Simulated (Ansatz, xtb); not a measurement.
Molecule: C3H8N, charge -1, multiplicity 1. It need not be the lowest isomer of its formula. Whether it binds its extra electron was not tested at this geometry. 
Geometry from a B3LYP-D3(BJ)/def2-TZVP (Ansatz, a program for electronic structure) optimisation:
SMILES: [CH2-]N(C)C
```xyz
12

N     -0.0021     0.0421     0.3792
C     -0.0075     1.4466    -0.1838
C      1.1787    -0.6472    -0.0718
C     -1.1704    -0.6608    -0.0835
H      0.8618     1.9446     0.2928
H     -0.8871     1.9344     0.2841
H      1.2760    -0.6291    -1.1823
H      1.1757    -1.6909     0.2732
H      2.0703    -0.1567     0.3332
H     -1.2568    -0.6438    -1.1949
H     -2.0715    -0.1807     0.3125
H     -1.1586    -1.7044     0.2616
```
Charge -1, spin multiplicity 1.

Harmonic wavenumbers from GFN2-xTB (xtb, at its own minimum), cm⁻¹: 165, 219, 239, 357, 378, 415, 796, 978, 1036, 1064, 1090, 1120, 1215, 1223, 1285, 1394, 1414, 1488, 1496, 1509, 1512, 1543, 2364, 2428, 2631, 2656, 2797, 2815, 2966, 2968.

Give the harmonic wavenumbers at B3LYP-D3(BJ)/def2-TZVP (Ansatz, finite differences of forces, unscaled).

188, 291, 314, 404, 426, 436, 767, 939, 1042, 1057, 1086, 1114, 1169, 1248, 1317, 1398, 1425, 1437, 1452, 1465, 1482, 1496, 2766, 2797, 2828, 2869, 2961, 2972, 3019, 3022 cm⁻¹. Zero-point energy 64.6 kcal/mol.

From these and the geometry, give the ideal-gas thermochemistry at 298.15 K and 1 atm (rigid rotor, harmonic oscillator).

Point group Cs, rotational symmetry number 1. Rotational constants 9.149, 9.088, 5.105 GHz. S(trans) 38.10, S(rot) 24.14, S(vib) 8.56, S(elec, spin only) 0.00, S 70.8 cal/(mol K). H(298) - H(0) 4.01 kcal/mol; G - E(el) 47.5 kcal/mol.
